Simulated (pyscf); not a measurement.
`[OH][AsH][O][AsH2]` + `[H][H]` → `[OH][AsH][OH]` + `[AsH3]`, a four-centre exchange (singlet surface; As–O, H–H broken, H–O, As–H formed). Single points on ωB97X-D3(BJ)/def2-SVP structures (PySCF, gas phase). Energies in kcal/mol from the separated reactants.

Small-basis levels: PySCF, no dispersion term, spherical d functions. AM1 to PM7: differences of heats of formation from MOPAC, which are fitted to 298 K values and so differ in kind from electronic energies by zero-point and thermal terms. GFN2-xTB: tblite. Cost: rough CPU time at the saddle relative to B3LYP/6-31G*+LANL2DZ, from one job on a shared machine.

```tsv
level	barrier	reaction energy	cost
B3LYP/STO-3G	(withheld)	+1.2	1
B3LYP/LANL2DZ	44.3	-10.2	0.9
M06-2X/6-31G*+LANL2DZ	(withheld)	-4.6	2
GFN2-xTB	36.3	-8.5	under 0.02
AM1	50.1	-8.4	under 0.02
PM3	73.2	+2.6	under 0.02
PM6	65.2	+17.3	under 0.02
ωB97M-D3(BJ)/def2-TZVP	(withheld)	-11.2	–
```

Problem. Complete the blanks.

Solution. 
- B3LYP/STO-3G, barrier: 55.0
- M06-2X/6-31G*+LANL2DZ, barrier: 49.6
- ωB97M-D3(BJ)/def2-TZVP, barrier: 47.6

Against the last row the barrier runs from -11.2 (GFN2-xTB) to +25.6 kcal/mol (PM3). ωB97M-D3(BJ)/def2-TZVP has limits of its own. HO–AsH–O–AsH₂ lies 14.3 kcal/mol over its isomer HO–As(OH)–AsH₂ (electronic energy, ωB97M-D3(BJ)/def2-TZVP). One saddle was located; it need not be the lowest between these sides. In the def2 sets elements up to Kr have no core potential.
